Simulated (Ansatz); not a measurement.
A made-up structure of BSiH₃O, singlet:

| atom | x (Å) | y (Å) | z (Å) |
| --- | --- | --- | --- |
| B1 | -1.4189 | 0.0420 | -0.4266 |
| Si2 | 0.4147 | -0.0905 | -0.3430 |
| O3 | 1.3476 | 0.2236 | 0.9757 |
| H4 | 1.8345 | 0.4989 | 1.7682 |
| H5 | 1.2325 | 0.0725 | -1.5591 |
| H6 | 0.9849 | 0.0058 | 1.8356 |

It is relaxed with PBE-D4/def2-SVP and then PBE0-D4/def2-TZVP (Ansatz 0.2.0). Atoms count as bonded within 1.22 times the sum of their covalent radii (H–H: 0.88 Å). The end point is not checked to be a true minimum.

Problem. Does its bonding change? (A judgement: the text doesn't fix the answer.)

Solution. Computed: Yes. Formed: B1–H5; broken: Si2–O3.

Where it ends: The first stage lowers the energy by 3.83 eV in 22 steps. It ends as a complex of BSiH ([H]1[B][Si]1) + H₂O:
B1  (-0.907, 0.000, -1.709)
Si2  (-0.504, 0.042, 0.052)
O3  (1.716, 0.193, 1.386)
H4  (1.806, 0.997, 1.908)
H5  (0.407, 0.061, -1.374)
H6  (1.876, -0.541, 1.987)
(Å)

Labels in which every atom is bracketed show which atoms are joined, not bond orders.

For scale, one of the runs: PBE0-D4/def2-TZVP relaxation, 117 basis functions, launched by `ansatz run in.yaml --threads 2 --pin off --events-out ev --progress --plain --max-ram 4352MiB`. The run took about 17 s on 2 CPU threads of an Arm Neoverse V1 (shared host).
